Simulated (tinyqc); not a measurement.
Inside a calculation (part 1 of 2). Method: CCSD on RHF in the sto-6g basis, frozen core, for CH3-, spin multiplicity 1. The basis has no diffuse functions, so it cannot describe the extra electron: this is an exercise in the method, not the real anion. Computed by tinyqc, a small Python program that keeps every step (integrals from PySCF). Settings: charge = -1, multiplicity = 1, basis = sto-6g, method = RHF, frozen orbitals = 1, energy threshold = 1e-10, iteration cap = 83, orthogonalisation = canonical, start = Wolfsberg-Helmholz matrix, DIIS depth = 6, amplitude equations = CCSD, DIIS depth for amplitudes = 0, cap on updates = 71. Command: `OMP_NUM_THREADS=1 python tinyqc.py 21230 21231 out.jsonl` (the two numbers bound the seeds that draw the settings). One thread of a shared host (Intel(R) Xeon(R) Processor @ 2.60GHz), about 0.7 s of CPU time with the checks. The early iterations of the SCF are left out here.

## One-electron integrals

Geometry (angstrom):
```
atom,x,y,z
C,0.000000,0.000000,0.081000
H,1.099000,0.000000,0.000000
H,-0.549000,0.952000,0.000000
H,-0.549000,-0.952000,0.000000
```

Basis sto-6g: exponents (1/bohr^2) and contraction coefficients of normalised primitives:
```
element,l (shell),exponent,coefficient
C,s (1),742.737049,0.009164
C,s (1),136.180025,0.049361
C,s (1),38.098264,0.168538
C,s (1),13.087782,0.370563
C,s (1),5.082369,0.416492
C,s (1),2.093200,0.130334
C,s (2),30.497239,-0.013253
C,s (2),6.036200,-0.046992
C,s (2),1.876046,-0.033785
C,s (2),0.721783,0.250242
C,s (2),0.313471,0.595117
C,s (2),0.143687,0.240706
C,p (3),30.497239,0.003760
C,p (3),6.036200,0.037679
C,p (3),1.876046,0.173897
C,p (3),0.721783,0.418036
C,p (3),0.313471,0.425860
C,p (3),0.143687,0.101708
H,s (1),35.523221,0.009164
H,s (1),6.513144,0.049361
H,s (1),1.822143,0.168538
H,s (1),0.625955,0.370563
H,s (1),0.243077,0.416492
H,s (1),0.100112,0.130334
```

Overlap, kinetic and nuclear-attraction integrals over the contracted functions; the nuclear repulsion is the sum of Za Zb / Rab.

nuclear repulsion = 9.47794354 hartree

overlap S, lower triangle:
```
,1C 1s,1C 2s,1C 2px,1C 2py,1C 2pz,2H 1s,3H 1s,4H 1s
1C 1s,1.000000
1C 2s,0.243228,1.000000
1C 2px,0.000000,0.000000,1.000000
1C 2py,0.000000,0.000000,0.000000,1.000000
1C 2pz,0.000000,0.000000,0.000000,0.000000,1.000000
2H 1s,0.062795,0.484497,0.461911,0.000000,-0.034044,1.000000
3H 1s,0.062801,0.484522,-0.230762,0.400156,-0.034047,0.139816,1.000000
4H 1s,0.062801,0.484522,-0.230762,-0.400156,-0.034047,0.139816,0.139642,1.000000
```

kinetic energy T (hartree), lower triangle:
```
,1C 1s,1C 2s,1C 2px,1C 2py,1C 2pz,2H 1s,3H 1s,4H 1s
1C 1s,16.068641
1C 2s,-0.492789,0.492405
1C 2px,0.000000,0.000000,1.479234
1C 2py,0.000000,0.000000,0.000000,1.479234
1C 2pz,0.000000,0.000000,0.000000,0.000000,1.479234
2H 1s,-0.007806,0.102792,0.253526,0.000000,-0.018686,0.768522
3H 1s,-0.007805,0.102806,-0.126665,0.219645,-0.018688,-0.010398,0.768522
4H 1s,-0.007805,0.102806,-0.126665,-0.219645,-0.018688,-0.010398,-0.010412,0.768522
```

nuclear attraction V (hartree), lower triangle:
```
,1C 1s,1C 2s,1C 2px,1C 2py,1C 2pz,2H 1s,3H 1s,4H 1s
1C 1s,-35.448616
1C 2s,-3.968830,-6.562333
1C 2px,-0.000014,-0.000138,-6.623327
1C 2py,0.000000,0.000000,0.000000,-6.623552
1C 2pz,0.003857,0.037560,0.000007,0.000000,-6.439486
2H 1s,-1.152496,-2.699351,-2.391842,0.000000,0.185172,-4.617487
3H 1s,-1.152610,-2.699470,1.194852,-2.072057,0.185183,-0.713959,-4.617474
4H 1s,-1.152610,-2.699470,1.194852,2.072057,0.185183,-0.713959,-0.713185,-4.617474
```

core Hamiltonian H = T + V (hartree), lower triangle:
```
,1C 1s,1C 2s,1C 2px,1C 2py,1C 2pz,2H 1s,3H 1s,4H 1s
1C 1s,-19.379975
1C 2s,-4.461619,-6.069927
1C 2px,-0.000014,-0.000138,-5.144092
1C 2py,0.000000,0.000000,0.000000,-5.144317
1C 2pz,0.003857,0.037560,0.000007,0.000000,-4.960252
2H 1s,-1.160302,-2.596559,-2.138316,0.000000,0.166487,-3.848965
3H 1s,-1.160415,-2.596664,1.068186,-1.852412,0.166495,-0.724357,-3.848952
4H 1s,-1.160415,-2.596664,1.068186,1.852412,0.166495,-0.724357,-0.723596,-3.848952
```

## Two-electron integrals

Functions are numbered as in S; the eight-fold symmetry (ij|kl) = (ji|kl) = (kl|ij) leaves the list below.

Two-electron integrals (ij|kl) in chemists' order, unique and non-zero (hartree):
```
i,j,k,l,(ij|kl)
1,1,1,1,3.543743
2,1,1,1,0.529462
2,1,2,1,0.100317
2,2,1,1,0.853596
2,2,2,1,0.199930
2,2,2,2,0.624844
3,1,3,1,0.021271
3,2,3,1,0.031868
3,2,3,2,0.138108
3,3,1,1,0.853598
3,3,2,1,0.199930
3,3,2,2,0.624843
3,3,3,3,0.673218
4,1,4,1,0.021271
4,2,4,1,0.031868
4,2,4,2,0.138108
4,3,4,3,0.036281
4,4,1,1,0.853598
4,4,2,1,0.199930
4,4,2,2,0.624843
4,4,3,3,0.600655
4,4,4,4,0.673218
5,1,5,1,0.021271
5,2,5,1,0.031868
5,2,5,2,0.138108
5,3,5,3,0.036281
5,4,5,4,0.036281
5,5,1,1,0.853598
5,5,2,1,0.199930
5,5,2,2,0.624843
5,5,3,3,0.600655
5,5,4,4,0.600655
5,5,5,5,0.673218
6,1,1,1,0.144422
6,1,2,1,0.026321
6,1,2,2,0.051535
6,1,3,1,0.001717
6,1,3,2,0.003310
6,1,3,3,0.051923
6,1,4,4,0.051340
6,1,5,1,-0.000127
6,1,5,2,-0.000244
6,1,5,3,-0.000043
6,1,5,5,0.051343
6,1,6,1,0.007102
6,2,1,1,0.326283
6,2,2,1,0.077450
6,2,2,2,0.264208
6,2,3,1,0.007833
6,2,3,2,0.050991
6,2,3,3,0.276263
6,2,4,4,0.258131
6,2,5,1,-0.000577
6,2,5,2,-0.003758
6,2,5,3,-0.001336
6,2,5,5,0.258230
6,2,6,1,0.020931
6,2,6,2,0.144153
6,3,1,1,0.271941
6,3,2,1,0.065493
6,3,2,2,0.236634
6,3,3,1,0.014308
6,3,3,2,0.085344
6,3,3,3,0.260324
6,3,4,4,0.224747
6,3,5,1,-0.000424
6,3,5,2,-0.003120
6,3,5,3,-0.001877
6,3,5,5,0.224831
6,3,6,1,0.018611
6,3,6,2,0.153487
6,3,6,3,0.178640
6,4,4,1,0.008554
6,4,4,2,0.043011
6,4,4,3,0.010103
6,4,5,4,-0.000745
6,4,6,4,0.018205
6,5,1,1,-0.020043
6,5,2,1,-0.004827
6,5,2,2,-0.017441
6,5,3,1,-0.000424
6,5,3,2,-0.003120
6,5,3,3,-0.017697
6,5,4,4,-0.016565
6,5,5,1,0.008586
6,5,5,2,0.043241
6,5,5,3,0.010187
6,5,5,5,-0.018060
6,5,6,1,-0.001372
6,5,6,2,-0.011313
6,5,6,3,-0.011825
6,5,6,5,0.019076
6,6,1,1,0.469665
6,6,2,1,0.113670
6,6,2,2,0.438030
6,6,3,1,0.015005
6,6,3,2,0.128246
6,6,3,3,0.484087
6,6,4,4,0.414814
6,6,5,1,-0.001106
6,6,5,2,-0.009452
6,6,5,3,-0.005106
6,6,5,5,0.415190
6,6,6,1,0.031323
6,6,6,2,0.297694
6,6,6,3,0.351000
6,6,6,5,-0.025870
6,6,6,6,0.774999
7,1,1,1,0.144437
7,1,2,1,0.026324
7,1,2,2,0.051540
7,1,3,1,-0.000858
7,1,3,2,-0.001653
7,1,3,3,0.051490
7,1,4,1,0.001488
7,1,4,2,0.002867
7,1,4,3,-0.000253
7,1,4,4,0.051783
7,1,5,1,-0.000127
7,1,5,2,-0.000244
7,1,5,3,0.000021
7,1,5,4,-0.000037
7,1,5,5,0.051348
7,1,6,1,0.006876
7,1,6,2,0.019537
7,1,6,3,0.016098
7,1,6,4,0.000738
7,1,6,5,-0.001281
7,1,6,6,0.028455
7,1,7,1,0.007104
7,2,1,1,0.326305
7,2,2,1,0.077455
7,2,2,2,0.264225
7,2,3,1,-0.003914
7,2,3,2,-0.025475
7,2,3,3,0.262673
7,2,4,1,0.006786
7,2,4,2,0.044175
7,2,4,3,-0.007847
7,2,4,4,0.271755
7,2,5,1,-0.000577
7,2,5,2,-0.003759
7,2,5,3,0.000668
7,2,5,4,-0.001158
7,2,5,5,0.258246
7,2,6,1,0.019536
7,2,6,2,0.104120
7,2,6,3,0.086541
7,2,6,4,0.012320
7,2,6,5,-0.007950
7,2,6,6,0.168737
7,2,7,1,0.020934
7,2,7,2,0.144169
7,3,1,1,-0.135859
7,3,2,1,-0.032720
7,3,2,2,-0.118219
7,3,3,1,0.009991
7,3,3,2,0.053580
7,3,3,3,-0.124292
7,3,4,1,-0.002490
7,3,4,2,-0.018321
7,3,4,3,0.012076
7,3,4,4,-0.118043
7,3,5,1,0.000212
7,3,5,2,0.001559
7,3,5,3,-0.001027
7,3,5,4,0.000490
7,3,5,5,-0.112323
7,3,6,1,-0.007403
7,3,6,2,-0.032559
7,3,6,3,-0.015887
7,3,6,4,-0.002810
7,3,6,5,0.002437
7,3,6,6,-0.042260
7,3,7,1,-0.009299
7,3,7,2,-0.076684
7,3,7,3,0.058249
7,4,1,1,0.235588
7,4,2,1,0.056738
7,4,2,2,0.205000
7,4,3,1,-0.002490
7,4,3,2,-0.018321
7,4,3,3,0.198025
7,4,4,1,0.012873
7,4,4,2,0.074784
7,4,4,3,-0.010810
7,4,4,4,0.222200
7,4,5,1,-0.000367
7,4,5,2,-0.002703
7,4,5,3,0.000490
7,4,5,4,-0.001595
7,4,5,5,0.194774
7,4,6,1,0.014313
7,4,6,2,0.081122
7,4,6,3,0.066999
7,4,6,4,0.021129
7,4,6,5,-0.006062
7,4,6,6,0.131766
7,4,7,1,0.016124
7,4,7,2,0.132975
7,4,7,3,-0.069436
7,4,7,4,0.138613
7,5,1,1,-0.020045
7,5,2,1,-0.004827
7,5,2,2,-0.017442
7,5,3,1,0.000212
7,5,3,2,0.001559
7,5,3,3,-0.016849
7,5,4,1,-0.000367
7,5,4,2,-0.002703
7,5,4,3,0.000490
7,5,4,4,-0.017416
7,5,5,1,0.008586
7,5,5,2,0.043245
7,5,5,3,-0.005089
7,5,5,4,0.008825
7,5,5,5,-0.018062
7,5,6,1,-0.001281
7,5,6,2,-0.007950
7,5,6,3,-0.006469
7,5,6,4,-0.000917
7,5,6,5,0.012911
7,5,6,6,-0.013697
7,5,7,1,-0.001372
7,5,7,2,-0.011314
7,5,7,3,0.005908
7,5,7,4,-0.010245
7,5,7,5,0.019079
7,6,1,1,0.085012
7,6,2,1,0.020219
7,6,2,2,0.071052
7,6,3,1,0.000858
7,6,3,2,0.005871
7,6,3,3,0.071661
7,6,4,1,0.001486
7,6,4,2,0.010163
7,6,4,3,0.000423
7,6,4,4,0.072149
7,6,5,1,-0.000253
7,6,5,2,-0.001729
7,6,5,3,-0.000230
7,6,5,4,-0.000398
7,6,5,5,0.069345
7,6,6,1,0.005320
7,6,6,2,0.034683
7,6,6,3,0.034149
7,6,6,4,0.003722
7,6,6,5,-0.002992
7,6,6,6,0.066754
7,6,7,1,0.005321
7,6,7,2,0.034685
7,6,7,3,-0.013835
7,6,7,4,0.031443
7,6,7,5,-0.002992
7,6,7,6,0.010134
7,7,1,1,0.469682
7,7,2,1,0.113674
7,7,2,2,0.438042
7,7,3,1,-0.007496
7,7,3,2,-0.064069
7,7,3,3,0.432113
7,7,4,1,0.012999
7,7,4,2,0.111100
7,7,4,3,-0.029979
7,7,4,4,0.466811
7,7,5,1,-0.001106
7,7,5,2,-0.009453
7,7,5,3,0.002551
7,7,5,4,-0.004423
7,7,5,5,0.415201
7,7,6,1,0.028453
7,7,6,2,0.168731
7,7,6,3,0.135256
7,7,6,4,0.029215
7,7,6,5,-0.013696
7,7,6,6,0.276675
7,7,7,1,0.031327
7,7,7,2,0.297713
7,7,7,3,-0.175356
7,7,7,4,0.304078
7,7,7,5,-0.025872
7,7,7,6,0.066754
7,7,7,7,0.774999
8,1,1,1,0.144437
8,1,2,1,0.026324
8,1,2,2,0.051540
8,1,3,1,-0.000858
8,1,3,2,-0.001653
8,1,3,3,0.051490
8,1,4,1,-0.001488
8,1,4,2,-0.002867
8,1,4,3,0.000253
8,1,4,4,0.051783
8,1,5,1,-0.000127
8,1,5,2,-0.000244
8,1,5,3,0.000021
8,1,5,4,0.000037
8,1,5,5,0.051348
8,1,6,1,0.006876
8,1,6,2,0.019537
8,1,6,3,0.016098
8,1,6,4,-0.000738
8,1,6,5,-0.001281
8,1,6,6,0.028455
8,1,7,1,0.006876
8,1,7,2,0.019537
8,1,7,3,-0.008680
8,1,7,4,0.013576
8,1,7,5,-0.001281
8,1,7,6,0.005032
8,1,7,7,0.028454
8,1,8,1,0.007104
8,2,1,1,0.326305
8,2,2,1,0.077455
8,2,2,2,0.264225
8,2,3,1,-0.003914
8,2,3,2,-0.025475
8,2,3,3,0.262673
8,2,4,1,-0.006786
8,2,4,2,-0.044175
8,2,4,3,0.007847
8,2,4,4,0.271755
8,2,5,1,-0.000577
8,2,5,2,-0.003759
8,2,5,3,0.000668
8,2,5,4,0.001158
8,2,5,5,0.258246
8,2,6,1,0.019536
8,2,6,2,0.104120
8,2,6,3,0.086541
8,2,6,4,-0.012320
8,2,6,5,-0.007950
8,2,6,6,0.168737
8,2,7,1,0.019537
8,2,7,2,0.104105
8,2,7,3,-0.053878
8,2,7,4,0.068795
8,2,7,5,-0.007949
8,2,7,6,0.026676
8,2,7,7,0.168690
8,2,8,1,0.020934
8,2,8,2,0.144169
8,3,1,1,-0.135859
8,3,2,1,-0.032720
8,3,2,2,-0.118219
8,3,3,1,0.009991
8,3,3,2,0.053580
8,3,3,3,-0.124292
8,3,4,1,0.002490
8,3,4,2,0.018321
8,3,4,3,-0.012076
8,3,4,4,-0.118043
8,3,5,1,0.000212
8,3,5,2,0.001559
8,3,5,3,-0.001027
8,3,5,4,-0.000490
8,3,5,5,-0.112323
8,3,6,1,-0.007403
8,3,6,2,-0.032559
8,3,6,3,-0.015887
8,3,6,4,0.002810
8,3,6,5,0.002437
8,3,6,6,-0.042260
8,3,7,1,-0.008680
8,3,7,2,-0.053878
8,3,7,3,0.039591
8,3,7,4,-0.034870
8,3,7,5,0.004024
8,3,7,6,-0.010559
8,3,7,7,-0.092807
8,3,8,1,-0.009299
8,3,8,2,-0.076684
8,3,8,3,0.058249
8,4,1,1,-0.235588
8,4,2,1,-0.056738
8,4,2,2,-0.205000
8,4,3,1,0.002490
8,4,3,2,0.018321
8,4,3,3,-0.198025
8,4,4,1,0.012873
8,4,4,2,0.074784
8,4,4,3,-0.010810
8,4,4,4,-0.222200
8,4,5,1,0.000367
8,4,5,2,0.002703
8,4,5,3,-0.000490
8,4,5,4,-0.001595
8,4,5,5,-0.194774
8,4,6,1,-0.014313
8,4,6,2,-0.081122
8,4,6,3,-0.066999
8,4,6,4,0.021129
8,4,6,5,0.006062
8,4,6,6,-0.131766
8,4,7,1,-0.013576
8,4,7,2,-0.068795
8,4,7,3,0.034870
8,4,7,4,-0.034468
8,4,7,5,0.005145
8,4,7,6,-0.018315
8,4,7,7,-0.102535
8,4,8,1,-0.016124
8,4,8,2,-0.132975
8,4,8,3,0.069436
8,4,8,4,0.138613
8,5,1,1,-0.020045
8,5,2,1,-0.004827
8,5,2,2,-0.017442
8,5,3,1,0.000212
8,5,3,2,0.001559
8,5,3,3,-0.016849
8,5,4,1,0.000367
8,5,4,2,0.002703
8,5,4,3,-0.000490
8,5,4,4,-0.017416
8,5,5,1,0.008586
8,5,5,2,0.043245
8,5,5,3,-0.005089
8,5,5,4,-0.008825
8,5,5,5,-0.018062
8,5,6,1,-0.001281
8,5,6,2,-0.007950
8,5,6,3,-0.006469
8,5,6,4,0.000917
8,5,6,5,0.012911
8,5,6,6,-0.013697
8,5,7,1,-0.001281
8,5,7,2,-0.007949
8,5,7,3,0.004024
8,5,7,4,-0.005145
8,5,7,5,0.012909
8,5,7,6,-0.002235
8,5,7,7,-0.013693
8,5,8,1,-0.001372
8,5,8,2,-0.011314
8,5,8,3,0.005908
8,5,8,4,0.010245
8,5,8,5,0.019079
8,6,1,1,0.085012
8,6,2,1,0.020219
8,6,2,2,0.071052
8,6,3,1,0.000858
8,6,3,2,0.005871
8,6,3,3,0.071661
8,6,4,1,-0.001486
8,6,4,2,-0.010163
8,6,4,3,-0.000423
8,6,4,4,0.072149
8,6,5,1,-0.000253
8,6,5,2,-0.001729
8,6,5,3,-0.000230
8,6,5,4,0.000398
8,6,5,5,0.069345
8,6,6,1,0.005320
8,6,6,2,0.034683
8,6,6,3,0.034149
8,6,6,4,-0.003722
8,6,6,5,-0.002992
8,6,6,6,0.066754
8,6,7,1,0.005032
8,6,7,2,0.026676
8,6,7,3,-0.010559
8,6,7,4,0.018315
8,6,7,5,-0.002235
8,6,7,6,0.008127
8,6,7,7,0.042650
8,6,8,1,0.005321
8,6,8,2,0.034685
8,6,8,3,-0.013835
8,6,8,4,-0.031443
8,6,8,5,-0.002992
8,6,8,6,0.010134
8,7,1,1,0.084929
8,7,2,1,0.020199
8,7,2,2,0.070974
8,7,3,1,-0.001712
8,7,3,2,-0.011711
8,7,3,3,0.072308
8,7,4,4,0.071343
8,7,5,1,-0.000253
8,7,5,2,-0.001728
8,7,5,3,0.000458
8,7,5,5,0.069271
8,7,6,1,0.005027
8,7,6,2,0.026649
8,7,6,3,0.021123
8,7,6,5,-0.002233
8,7,6,6,0.042611
8,7,7,1,0.005315
8,7,7,2,0.034639
8,7,7,3,-0.020253
8,7,7,4,0.027685
8,7,7,5,-0.002988
8,7,7,6,0.008117
8,7,7,7,0.066656
8,7,8,1,0.005315
8,7,8,2,0.034639
8,7,8,3,-0.020253
8,7,8,4,-0.027685
8,7,8,5,-0.002988
8,7,8,6,0.008117
8,7,8,7,0.010107
8,8,1,1,0.469682
8,8,2,1,0.113674
8,8,2,2,0.438042
8,8,3,1,-0.007496
8,8,3,2,-0.064069
8,8,3,3,0.432113
8,8,4,1,-0.012999
8,8,4,2,-0.111100
8,8,4,3,0.029979
8,8,4,4,0.466811
8,8,5,1,-0.001106
8,8,5,2,-0.009453
8,8,5,3,0.002551
8,8,5,4,0.004423
8,8,5,5,0.415201
8,8,6,1,0.028453
8,8,6,2,0.168731
8,8,6,3,0.135256
8,8,6,4,-0.029215
8,8,6,5,-0.013696
8,8,6,6,0.276675
8,8,7,1,0.028454
8,8,7,2,0.168690
8,8,7,3,-0.092807
8,8,7,4,0.102535
8,8,7,5,-0.013693
8,8,7,6,0.042650
8,8,7,7,0.276564
8,8,8,1,0.031327
8,8,8,2,0.297713
8,8,8,3,-0.175356
8,8,8,4,-0.304078
8,8,8,5,-0.025872
8,8,8,6,0.066754
8,8,8,7,0.066656
8,8,8,8,0.774999
```

## Orthogonalisation

S = U s U^T; canonical form X = U s^(-1/2), so that X^T S X = 1. Each column of U has its largest component positive (the first on a tie).

eigenvalues of S: 0.268093  0.359982  0.360190  0.957275  1.006278  1.499936  1.500376  2.047870

X:
```
,1,2,3,4,5,6,7,8
1C 1s,-0.313187,0.000000,0.000163,0.917026,0.342750,-0.000129,0.000000,0.157005
1C 2s,1.478460,0.000000,-0.000639,-0.043209,0.053094,-0.000219,0.000000,0.447100
1C 2px,0.000766,0.000000,1.103538,0.000063,0.000026,0.611766,0.000000,0.000167
1C 2py,0.000000,1.104028,0.000000,0.000000,0.000000,0.000000,0.611602,0.000000
1C 2pz,-0.096576,0.000000,0.000042,-0.363802,0.929341,0.000012,0.000000,-0.028856
2H 1s,-0.692471,0.000000,-1.019083,-0.152099,-0.057093,0.441495,0.000000,0.296133
3H 1s,-0.691837,-0.882904,0.509896,-0.152221,-0.057141,-0.220817,0.382389,0.296003
4H 1s,-0.691837,0.882904,0.509896,-0.152221,-0.057141,-0.220817,-0.382389,0.296003
```

## Starting guess

The start is the generalised Wolfsberg-Helmholz matrix (K = 1.75) built on H; D = 2 C_occ C_occ^T.

D at the start, lower triangle:
```
,1C 1s,1C 2s,1C 2px,1C 2py,1C 2pz,2H 1s,3H 1s,4H 1s
1C 1s,2.043725
1C 2s,-0.135140,0.726206
1C 2px,0.000045,-0.000129,1.049057
1C 2py,0.000000,0.000000,0.000000,1.048659
1C 2pz,-0.023966,0.083234,0.000006,0.000000,1.995121
2H 1s,-0.146127,0.297402,0.481044,0.000000,-0.014015,0.347693
3H 1s,-0.146175,0.297547,-0.240485,0.416512,-0.014024,0.016861,0.347720
4H 1s,-0.146175,0.297547,-0.240485,-0.416512,-0.014024,0.016861,0.016855,0.347720
```

## Iteration 7 (converged): orbitals

converged F (hartree), lower triangle:
```
,1C 1s,1C 2s,1C 2px,1C 2py,1C 2pz,2H 1s,3H 1s,4H 1s
1C 1s,-10.527180
1C 2s,-2.722503,-0.921870
1C 2px,-0.000001,-0.000041,0.262128
1C 2py,0.000000,0.000000,0.000000,0.261884
1C 2pz,0.006565,0.015825,0.000009,0.000000,0.220523
2H 1s,-0.708033,-0.490588,-0.229248,0.000000,0.024481,-0.098705
3H 1s,-0.708101,-0.490637,0.114550,-0.198584,0.024487,-0.158796,-0.098776
4H 1s,-0.708101,-0.490637,0.114550,0.198584,0.024487,-0.158796,-0.158680,-0.098776
```

Diagonalise F' = X^T F X, C = X C', fill 5 alpha and 5 beta electrons from the bottom; D = 2 C_occ C_occ^T. Each column has its largest component positive (the first on a tie).

F' = X^T F X (hartree), lower triangle:
```
,1,2,3,4,5,6,7,8
1,0.974358
2,0.000000,1.186876
3,0.000290,0.000000,1.186342
4,0.775848,0.000000,-0.000532,-8.060610
5,0.271126,0.000000,-0.000182,-3.259027,-1.061952
6,-0.000037,0.000000,0.183255,0.001791,0.000709,-0.070053
7,0.000000,0.183175,0.000000,0.000000,0.000000,0.000000,-0.070293
8,0.150916,0.000000,-0.000101,-2.954716,-1.167346,0.000753,0.000000,-1.524106
```

orbital energies (hartree): MO1 -10.530336, MO2 -0.408231, MO3 -0.096438, MO4 -0.096236, MO5 0.219504, MO6 1.046753, MO7 1.212526, MO8 1.213022

coefficients C:
```
,MO1,MO2,MO3,MO4,MO5,MO6,MO7,MO8
1C 1s,0.995015,-0.200294,0.000000,0.000027,-0.023145,-0.224593,-0.000237,0.000000
1C 2s,0.023611,0.563086,0.000000,-0.000102,0.113592,1.435235,0.001556,0.000000
1C 2px,0.000002,0.000029,0.000000,0.449526,-0.000008,-0.001002,1.178974,0.000000
1C 2py,0.000000,0.000000,0.449462,0.000000,0.000000,0.000000,0.000000,1.179372
1C 2pz,-0.001090,-0.025639,0.000000,0.000000,0.994068,-0.131741,-0.000125,0.000000
2H 1s,-0.004802,0.268376,0.000000,0.581293,-0.027715,-0.720173,-0.947462,0.000000
3H 1s,-0.004801,0.268410,0.503310,-0.290625,-0.027746,-0.721751,0.472464,-0.820012
4H 1s,-0.004801,0.268410,-0.503310,-0.290625,-0.027746,-0.721751,0.472464,0.820012
```

D after iteration 7, lower triangle:
```
,1C 1s,1C 2s,1C 2px,1C 2py,1C 2pz,2H 1s,3H 1s,4H 1s
1C 1s,2.061417
1C 2s,-0.183836,0.661053
1C 2px,0.000017,-0.000061,0.404148
1C 2py,0.000000,0.000000,0.000000,0.404032
1C 2pz,-0.037913,0.196912,-0.000018,0.000000,1.977661
2H 1s,-0.115749,0.295595,0.522629,0.000000,-0.068851,0.821437
3H 1s,-0.115808,0.295806,-0.261271,0.452437,-0.068916,-0.192223,0.821241
4H 1s,-0.115808,0.295806,-0.261271,-0.452437,-0.068916,-0.192223,-0.192043,0.821241
```

## Convergence

Stop when the energy changes by less than 1e-10 hartree and every element of the error matrix X^T (F D S - S D F) X is below 3e-06.

Course of the cycle:
```
iteration,E (hartree),change,largest element of the error matrix
1,-38.86010391,-,6.07e-01
2,-39.17668748,-3.17e-01,1.04e-01
3,-39.18224411,-5.56e-03,1.73e-02
4,-39.18259421,-3.50e-04,3.04e-03
5,-39.18260393,-9.72e-06,3.24e-04
6,-39.18260405,-1.19e-07,7.53e-06
7,-39.18260405,-5.63e-11,1.23e-07
```

PySCF RHF in the same basis = -39.18260405 hartree

Converged in 7 iterations.

## Populations, bond orders and dipole

Mulliken: Z minus the diagonal of D S on the atom; Loewdin: the same with S^(1/2) D S^(1/2); Mayer order: 2 sum_s sum (D(s) S)_ij (D(s) S)_ji over the two atoms.

Charges (e):
```
atom,Mulliken,Loewdin
1C,-0.558050,-0.628098
2H,-0.147384,-0.124032
3H,-0.147283,-0.123935
4H,-0.147283,-0.123935
```

Mayer bond orders:
```
pair,order
2-1,0.963302
3-1,0.963321
3-2,0.007488
4-1,0.963321
4-2,0.007488
4-3,0.007499
```

dipole moment about the origin, x y z (debye): -0.001132  0.000000  -0.654756
